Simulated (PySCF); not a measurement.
# C3H4O: NMR shifts at several levels of theory

How much do the NMR shifts of C3H4O (`C#CCO`) depend on the level of theory, and what does each level cost?

The runs use PySCF 2.14.0, with density-fitted response routines of our own; the level of theory stands in each step. All values are computed, except where a source is named. Atoms count from 0, in the outputs and in this text.

### 1 The starting structure

8 atoms, charge 0, multiplicity 1; geometry from: GFN2-xTB.

Bonds of the start (Å): C0–C1 1.20, C1–C2 1.45, C2–O3 1.42, C0–H4 1.05, C2–H5 1.10, C2–H6 1.10, O3–H7 0.96.

### 2 Geometry optimisation at PBE0-D3(BJ)/def2-SVP

What the job is given:

```
{"job": {"xc": "PBE0", "basis": "def2-SVP", "d3": "d3bj", "grid": 1, "kind": "geom"}, "charge": 0, "multiplicity": 1}
C      1.783740    -0.416300     0.553860
C      0.729440    -0.291900     0.002850
C     -0.561140    -0.128550    -0.644060
O     -1.405870     0.662600     0.171180
H      2.713480    -0.533610     1.025320
H     -0.404460     0.348970    -1.624150
H     -0.999220    -1.128490    -0.807020
H     -2.255520     0.763890    -0.269210
```

Log:

```text
step   0  E = -191.49066854  max force = 0.022886
step   1  E = -191.49191923  max force = 0.003504
step   2  E = -191.49197372  max force = 0.001259
step   3  E = -191.49199152  max force = 0.000829
step   4  E = -191.49199502  max force = 0.000721
step   5  E = -191.49199744  max force = 0.000186
optimisation converged
```

Run time: 9 s. Hardware: 4 threads of Intel Xeon Platinum 8259CL at 2.50GHz (Skylake/Cascade Lake), shared host.

The steps of the relaxation:

```csv
step,energy from step 0 (eV),largest force component (eV/Å)
0,0.0000,1.1768
1,-0.0340,0.1802
2,-0.0355,0.0647
3,-0.0360,0.0426
4,-0.0361,0.0371
5,-0.0362,0.0096
```

Distances of close pairs at the start and the end, largest changes first:

```csv
bond,before (Å),after (Å),change (Å)
C0–H4,1.049,1.074,+0.025
C2–O3,1.416,1.401,-0.015
C0–C1,1.196,1.210,+0.014
C2–H5,1.101,1.110,+0.008
C1–C2,1.453,1.460,+0.007
C2–H6,1.104,1.110,+0.006
O3–H7,0.962,0.962,-0.000
```

The final coordinates are the input of the step that follows.

```csv
at the end point,value
point group (found at 0.08 Å tolerance),Cs
"rotational constants (GHz, main isotopes)","36.097, 4.626, 4.209"
dipole moment (D),1.92
```

### 3 Nuclear shieldings: PBE0/pcSseg-2

What the job is given:

```
{"job": {"kind": "nmr", "xc": "PBE0", "basis": "pcSseg-2", "pop": false}, "charge": 0, "multiplicity": 1}
C      1.790435    -0.437153     0.564273
C      0.713708    -0.278333     0.036161
C     -0.575211    -0.107078    -0.627523
O     -1.426299     0.688396     0.151001
H      2.744749    -0.573500     1.038370
H     -0.385474     0.337829    -1.626228
H     -0.997716    -1.116736    -0.810340
H     -2.263743     0.763185    -0.316943
```

Method: GIAO PBE0/pcSseg-2 NMR shielding, non-relativistic, gas phase.

Log:

```text
coarse grid: 6824 points
cycle   1  E = -191.6286723244  dE =  4.754e-01  |g| = 6.607e-01  |ddm| = 2.017e+00
cycle   2  E = -191.5535757234  dE =  7.510e-02  |g| = 9.252e-01  |ddm| = 1.560e+00
cycle   3  E = -191.7102220948  dE = -1.566e-01  |g| = 8.953e-02  |ddm| = 1.138e+00
cycle   4  E = -191.7116397424  dE = -1.418e-03  |g| = 2.901e-02  |ddm| = 9.658e-02
cycle   5  E = -191.7118231231  dE = -1.834e-04  |g| = 1.118e-02  |ddm| = 4.065e-02
cycle   6  E = -191.7118438087  dE = -2.069e-05  |g| = 5.925e-03  |ddm| = 1.328e-02
cycle   7  E = -191.7118526289  dE = -8.820e-06  |g| = 6.255e-04  |ddm| = 5.471e-03
final grid: 66320 points
cycle   8  E = -191.7106421749  dE = -5.420e-05  |g| = 5.647e-03  |ddm| = 5.452e-02
cycle   9  E = -191.7106391460  dE =  3.029e-06  |g| = 7.128e-03  |ddm| = 1.149e-02
cycle  10  E = -191.7106486651  dE = -9.519e-06  |g| = 8.965e-04  |ddm| = 5.788e-03
cycle  11  E = -191.7106488169  dE = -1.518e-07  |g| = 2.072e-04  |ddm| = 1.241e-03
cycle  12  E = -191.7106488222  dE = -5.260e-09  |g| = 1.313e-04  |ddm| = 2.411e-04
cycle  13  E = -191.7106488263  dE = -4.146e-09  |g| = 2.314e-05  |ddm| = 1.175e-04
cycle  14  E = -191.7106488265  dE = -1.181e-10  |g| = 4.389e-06  |ddm| = 1.788e-05
converged SCF energy = -191.7106488265

GIAO shielding tensors (ppm)
atom      isotropic    diamagn.    paramagn.     s11        s22        s33       span
  0 C      103.568     264.996    -161.428     31.897     40.253    238.555    206.658
  1 C       96.580     259.197    -162.617     -3.836     -3.136    296.711    300.547
  2 C      128.973     237.768    -108.795    108.097    108.408    170.414     62.317
  3 O      309.624     382.131     -72.507    263.137    271.551    394.185    131.049
  4 H       29.152      32.214      -3.062     24.621     24.775     38.060     13.439
  5 H       26.769      27.864      -1.094     21.938     26.999     31.371      9.433
  6 H       26.769      27.894      -1.125     21.944     27.006     31.356      9.411
  7 H       31.320      29.610       1.709     21.658     27.292     45.009     23.351
```

Wall time 11 s (4 threads of Intel Xeon Platinum 8259CL at 2.50GHz (Skylake/Cascade Lake), shared host).

The references, computed at this level on geometries of the same kind, shield at (ppm): ¹H TMS 31.25, ¹³C TMS 184.1, ¹⁷O H2O 328.2. Their shielding less the atom's gives the shift. The references are single molecules in the gas phase, so shifts against H2O, NH3, PH3, H3PO4 or CFCl3 are not on the usual liquid scales and can be off by tens of ppm. Atoms listed in one row are averaged.

```csv
atoms,environment,σ (ppm),δ (ppm)
C1,alkyne carbon,96.6,87.5
C0,terminal alkyne carbon,103.6,80.6
C2,propargylic sp3 CH2 bonded to O,129.0,55.2
"H5, H6",hydrogen on a propargylic sp3 CH2 bonded to O,26.77,4.48
H4,hydrogen on a terminal alkyne carbon,29.15,2.09
H7,hydrogen on an alcohol oxygen,31.32,-0.07
O3,alcohol oxygen,309.6,18.5
```

### 4 Shielding tensors: PBE/pcSseg-2

The job, as its differences from that of step 3:

```diff
@@ -1,2 +1,2 @@
-{"job": {"kind": "nmr", "xc": "PBE0", "basis": "pcSseg-2", "pop": false}, "charge": 0, "multiplicity": 1}
+{"job": {"kind": "nmr", "xc": "PBE", "basis": "pcSseg-2", "pop": false}, "charge": 0, "multiplicity": 1}
 C      1.790435    -0.437153     0.564273
```

Level: GIAO PBE/pcSseg-2 NMR shielding, non-relativistic, gas phase.

Log:

```text
coarse grid: 6824 points
cycle   1  E = -191.5825242648  dE =  4.420e-01  |g| = 7.887e-01  |ddm| = 2.007e+00
cycle   2  E = -191.2628283564  dE =  3.197e-01  |g| = 1.488e+00  |ddm| = 3.796e+00
cycle   3  E = -191.6985275890  dE = -4.357e-01  |g| = 1.830e-01  |ddm| = 3.358e+00
cycle   4  E = -191.7045022378  dE = -5.975e-03  |g| = 6.342e-02  |ddm| = 2.283e-01
cycle   5  E = -191.7051140441  dE = -6.118e-04  |g| = 4.308e-02  |ddm| = 8.961e-02
cycle   6  E = -191.7055437325  dE = -4.297e-04  |g| = 1.518e-02  |ddm| = 3.714e-02
cycle   7  E = -191.7056000587  dE = -5.633e-05  |g| = 1.587e-03  |ddm| = 1.132e-02
cycle   8  E = -191.7056005732  dE = -5.145e-07  |g| = 6.214e-04  |ddm| = 1.568e-03
final grid: 66320 points
cycle   9  E = -191.7054761331  dE = -7.843e-05  |g| = 1.034e-02  |ddm| = 6.360e-02
cycle  10  E = -191.7054402131  dE =  3.592e-05  |g| = 1.702e-02  |ddm| = 2.270e-02
cycle  11  E = -191.7054982917  dE = -5.808e-05  |g| = 2.804e-03  |ddm| = 1.351e-02
cycle  12  E = -191.7054997659  dE = -1.474e-06  |g| = 9.151e-04  |ddm| = 3.051e-03
cycle  13  E = -191.7054998949  dE = -1.290e-07  |g| = 5.842e-04  |ddm| = 1.008e-03
cycle  14  E = -191.7054999772  dE = -8.231e-08  |g| = 4.124e-05  |ddm| = 4.625e-04
cycle  15  E = -191.7054999775  dE = -2.478e-10  |g| = 2.268e-05  |ddm| = 5.825e-05
converged SCF energy = -191.7054999775

GIAO shielding tensors (ppm)
atom      isotropic    diamagn.    paramagn.     s11        s22        s33       span
  0 C      101.784     265.270    -163.486     29.942     38.973    236.436    206.494
  1 C       91.916     260.570    -168.654     -8.904     -7.458    292.109    301.013
  2 C      121.321     236.845    -115.523     99.525     99.889    164.550     65.025
  3 O      302.334     381.759     -79.425    253.548    265.976    387.478    133.930
  4 H       29.199      32.171      -2.971     24.779     24.949     37.871     13.092
  5 H       26.375      27.677      -1.302     21.543     26.739     30.842      9.299
  6 H       26.374      27.705      -1.330     21.553     26.745     30.824      9.271
  7 H       31.463      29.666       1.797     22.012     27.827     44.550     22.538
```

Wall time 12 s (4 threads of Intel Xeon Platinum 8259CL at 2.50GHz (Skylake/Cascade Lake), shared host).

This run: δ C1 87.5, C0 77.6, C2 58.1, O3 25.5, H5 4.80, H4 1.98 ppm (means over like atoms).

### 5 NMR shieldings: wB97X-D/pcSseg-2

The job, as its differences from that of step 4:

```diff
@@ -1,2 +1,2 @@
-{"job": {"kind": "nmr", "xc": "PBE", "basis": "pcSseg-2", "pop": false}, "charge": 0, "multiplicity": 1}
+{"job": {"kind": "nmr", "xc": "wB97X-D", "basis": "pcSseg-2", "pop": false}, "charge": 0, "multiplicity": 1}
 C      1.790435    -0.437153     0.564273
```

Method: GIAO wB97X-D/pcSseg-2 NMR shielding, non-relativistic, gas phase.

Log:

```text
coarse grid: 6824 points
cycle   1  E = -191.7847484938  dE =  5.212e-01  |g| = 6.720e-01  |ddm| = 2.059e+00
cycle   2  E = -191.7803362436  dE =  4.412e-03  |g| = 7.330e-01  |ddm| = 9.185e-01
cycle   3  E = -191.8694373265  dE = -8.910e-02  |g| = 6.006e-02  |ddm| = 5.130e-01
cycle   4  E = -191.8700756969  dE = -6.384e-04  |g| = 2.216e-02  |ddm| = 6.507e-02
cycle   5  E = -191.8701761004  dE = -1.004e-04  |g| = 9.314e-03  |ddm| = 3.093e-02
cycle   6  E = -191.8701936642  dE = -1.756e-05  |g| = 3.481e-03  |ddm| = 1.226e-02
cycle   7  E = -191.8701966886  dE = -3.024e-06  |g| = 5.163e-04  |ddm| = 5.052e-03
final grid: 66320 points
cycle   8  E = -191.8701391892  dE = -1.564e-04  |g| = 4.528e-03  |ddm| = 1.008e-01
cycle   9  E = -191.8701404622  dE = -1.273e-06  |g| = 3.613e-03  |ddm| = 8.576e-03
cycle  10  E = -191.8701424235  dE = -1.961e-06  |g| = 8.524e-04  |ddm| = 2.154e-03
cycle  11  E = -191.8701425511  dE = -1.276e-07  |g| = 1.585e-04  |ddm| = 9.404e-04
cycle  12  E = -191.8701425574  dE = -6.334e-09  |g| = 4.436e-05  |ddm| = 1.588e-04
cycle  13  E = -191.8701425581  dE = -6.946e-10  |g| = 1.727e-05  |ddm| = 6.789e-05
converged SCF energy = -191.8701425581

GIAO shielding tensors (ppm)
atom      isotropic    diamagn.    paramagn.     s11        s22        s33       span
  0 C      103.235     263.060    -159.825     30.827     38.921    239.958    209.132
  1 C       96.850     258.498    -161.648     -4.019     -3.938    298.508    302.527
  2 C      129.645     236.521    -106.876    108.665    108.984    171.286     62.621
  3 O      310.401     381.883     -71.482    264.142    272.019    395.042    130.900
  4 H       29.203      32.481      -3.278     24.638     24.782     38.190     13.551
  5 H       27.010      27.871      -0.861     22.245     27.189     31.594      9.349
  6 H       27.010      27.903      -0.893     22.251     27.198     31.581      9.330
  7 H       31.388      29.834       1.554     21.754     27.333     45.077     23.324
```

Run time: 13 s. Hardware: 4 threads of Intel Xeon Platinum 8259CL at 2.50GHz (Skylake/Cascade Lake), shared host.

In short: δ C1 87.6, C0 81.2, C2 54.8, O3 16.4, H5 4.35, H4 2.15 ppm (means over like atoms).

### 6 NMR shieldings: KT2/pcSseg-2

The job, as its differences from that of step 5:

```diff
@@ -1,2 +1,2 @@
-{"job": {"kind": "nmr", "xc": "wB97X-D", "basis": "pcSseg-2", "pop": false}, "charge": 0, "multiplicity": 1}
+{"job": {"kind": "nmr", "xc": "KT2", "basis": "pcSseg-2", "pop": false}, "charge": 0, "multiplicity": 1}
 C      1.790435    -0.437153     0.564273
```

Level: GIAO KT2/pcSseg-2 NMR shielding, non-relativistic, gas phase.

Log:

```text
coarse grid: 6824 points
cycle   1  E = -194.9395925683  dE =  4.645e-01  |g| = 8.091e-01  |ddm| = 2.999e+00
cycle   2  E = -194.6111105990  dE =  3.285e-01  |g| = 1.496e+00  |ddm| = 3.583e+00
cycle   3  E = -195.0621484319  dE = -4.510e-01  |g| = 1.627e-01  |ddm| = 3.159e+00
cycle   4  E = -195.0667677688  dE = -4.619e-03  |g| = 7.319e-02  |ddm| = 2.309e-01
cycle   5  E = -195.0675011423  dE = -7.334e-04  |g| = 5.217e-02  |ddm| = 1.007e-01
cycle   6  E = -195.0682034545  dE = -7.023e-04  |g| = 1.166e-02  |ddm| = 4.252e-02
cycle   7  E = -195.0682376406  dE = -3.419e-05  |g| = 1.828e-03  |ddm| = 1.045e-02
cycle   8  E = -195.0682383017  dE = -6.611e-07  |g| = 8.177e-04  |ddm| = 2.040e-03
final grid: 66320 points
cycle   9  E = -195.0818633836  dE = -3.105e-04  |g| = 7.399e-03  |ddm| = 4.526e-01
cycle  10  E = -195.0818548288  dE =  8.555e-06  |g| = 8.723e-03  |ddm| = 2.110e-02
cycle  11  E = -195.0818725959  dE = -1.777e-05  |g| = 3.378e-03  |ddm| = 1.194e-02
cycle  12  E = -195.0818751247  dE = -2.529e-06  |g| = 1.319e-03  |ddm| = 3.284e-03
cycle  13  E = -195.0818755920  dE = -4.672e-07  |g| = 2.556e-04  |ddm| = 1.250e-03
cycle  14  E = -195.0818756043  dE = -1.236e-08  |g| = 9.780e-05  |ddm| = 2.539e-04
cycle  15  E = -195.0818756061  dE = -1.760e-09  |g| = 2.006e-05  |ddm| = 8.951e-05
cycle  16  E = -195.0818756062  dE = -7.310e-11  |g| = 6.732e-06  |ddm| = 2.248e-05
converged SCF energy = -195.0818756062

GIAO shielding tensors (ppm)
atom      isotropic    diamagn.    paramagn.     s11        s22        s33       span
  0 C      110.507     265.120    -154.613     42.856     51.432    237.234    194.378
  1 C      101.950     263.679    -161.729      5.637      7.483    292.731    287.094
  2 C      125.761     233.454    -107.693    104.114    105.334    167.834     63.720
  3 O      298.878     380.530     -81.653    249.951    263.626    383.056    133.105
  4 H       28.925      31.728      -2.803     24.361     24.551     37.861     13.500
  5 H       26.370      27.149      -0.778     21.423     26.790     30.899      9.476
  6 H       26.369      27.181      -0.812     21.431     26.796     30.881      9.450
  7 H       31.444      29.905       1.539     22.074     27.829     44.429     22.355
```

It took 13 s on 4 threads of Intel Xeon Platinum 8259CL at 2.50GHz (Skylake/Cascade Lake), shared host.

This run: δ C1 80.3, C0 71.8, C2 56.5, O3 25.5, H5 4.81, H4 2.25 ppm (means over like atoms).

### 7 Shielding tensors: HF/pcSseg-2

The job, as its differences from that of step 6:

```diff
@@ -1,2 +1,2 @@
-{"job": {"kind": "nmr", "xc": "KT2", "basis": "pcSseg-2", "pop": false}, "charge": 0, "multiplicity": 1}
+{"job": {"kind": "nmr", "xc": "HF", "basis": "pcSseg-2", "pop": false}, "charge": 0, "multiplicity": 1}
 C      1.790435    -0.437153     0.564273
```

Level: GIAO HF/pcSseg-2 NMR shielding, non-relativistic, gas phase.

Log:

```text
final grid: 66320 points
cycle   1  E = -190.6997048316  dE =  6.714e-01  |g| = 5.724e-01  |ddm| = 2.505e+00
cycle   2  E = -190.7631458423  dE = -6.344e-02  |g| = 3.038e-01  |ddm| = 6.198e-01
cycle   3  E = -190.7793663871  dE = -1.622e-02  |g| = 6.283e-02  |ddm| = 1.956e-01
cycle   4  E = -190.7804157026  dE = -1.049e-03  |g| = 1.779e-02  |ddm| = 8.510e-02
cycle   5  E = -190.7804950014  dE = -7.930e-05  |g| = 5.349e-03  |ddm| = 2.491e-02
cycle   6  E = -190.7805025874  dE = -7.586e-06  |g| = 1.573e-03  |ddm| = 9.054e-03
cycle   7  E = -190.7805034307  dE = -8.433e-07  |g| = 4.668e-04  |ddm| = 3.051e-03
cycle   8  E = -190.7805035456  dE = -1.149e-07  |g| = 1.605e-04  |ddm| = 8.043e-04
cycle   9  E = -190.7805035744  dE = -2.883e-08  |g| = 6.697e-05  |ddm| = 3.489e-04
cycle  10  E = -190.7805035817  dE = -7.281e-09  |g| = 3.177e-05  |ddm| = 1.754e-04
cycle  11  E = -190.7805035837  dE = -2.000e-09  |g| = 1.074e-05  |ddm| = 8.155e-05
cycle  12  E = -190.7805035839  dE = -1.869e-10  |g| = 3.111e-06  |ddm| = 2.961e-05
converged SCF energy = -190.7805035839

GIAO shielding tensors (ppm)
atom      isotropic    diamagn.    paramagn.     s11        s22        s33       span
  0 C      109.197     262.070    -152.873     41.736     49.270    236.586    194.851
  1 C      108.276     254.925    -146.649      8.022      8.481    308.326    300.304
  2 C      143.940     236.483     -92.543    124.877    125.669    181.273     56.396
  3 O      319.309     382.593     -63.284    276.051    277.256    404.621    128.570
  4 H       29.058      32.947      -3.889     24.426     24.554     38.194     13.768
  5 H       27.722      28.478      -0.755     22.817     27.683     32.667      9.850
  6 H       27.723      28.511      -0.787     22.819     27.693     32.658      9.838
  7 H       31.135      29.868       1.267     21.148     26.467     45.789     24.641
```

It took 4.9 s on 4 threads of Intel Xeon Platinum 8259CL at 2.50GHz (Skylake/Cascade Lake), shared host.

Key values: δ C1 83.2, C0 82.3, C2 47.5, O3 7.0, H5 3.96, H4 2.62 ppm (means over like atoms).

### 8 Run by run: NMR shifts

Shifts (ppm), means over like atoms, with basis size and wall time:

```csv
run,C1,C0,C2,H5,H4,H7,O3,functions,time
PBE0/pcSseg-2,87.5,80.6,55.2,4.48,2.09,-0.07,18.5,200,11 s
PBE/pcSseg-2,87.5,77.6,58.1,4.80,1.98,-0.29,25.5,200,12 s
wB97X-D/pcSseg-2,87.6,81.2,54.8,4.35,2.15,-0.03,16.4,200,13 s
KT2/pcSseg-2,80.3,71.8,56.5,4.81,2.25,-0.27,25.5,200,13 s
HF/pcSseg-2,83.2,82.3,47.5,3.96,2.62,0.55,7.0,200,4.9 s
```

### 9 Outcome

| quantity | value |
| --- | --- |
| point group | Cs |
| rotational constants (main isotopes) | 36.10, 4.63, 4.21 GHz |
| ¹³C shifts against TMS (PBE0/pcSseg-2) | 87.5, 80.6, 55.2 ppm |
| ¹H shifts against TMS (PBE0/pcSseg-2, means over atoms taken as alike) | 4.48, 2.09, -0.07 ppm |
| ¹⁷O shifts against H2O (PBE0/pcSseg-2) | 18.5 ppm |
| range of the shift of O3 | 7.0 to 25.5 ppm |

What this shows: Single values in the summary come from the first run of each kind that ended normally (PBE0/pcSseg-2), which need not be the best level. The optimisation took 5 steps and gained 0.036 eV; among the close pairs (by a distance rule), C0–H4 changed most, from 1.049 to 1.074 Å. No frequency check was run at this level, so the end point may be a saddle. H5, H6 (mean) (hydrogen on a propargylic sp3 CH2 bonded to O) lies farthest downfield among hydrogen, at 4.48 ppm; its carbon carries O, hence the downfield position. At PBE0/pcSseg-2: The widest tensor belongs to C1: span 301 ppm, with a paramagnetic part of -163 ppm. In ppm, O3 moves most: its shift spreads over 18.5 ppm, from 7.0 (HF/pcSseg-2) to 25.5 (PBE/pcSseg-2).
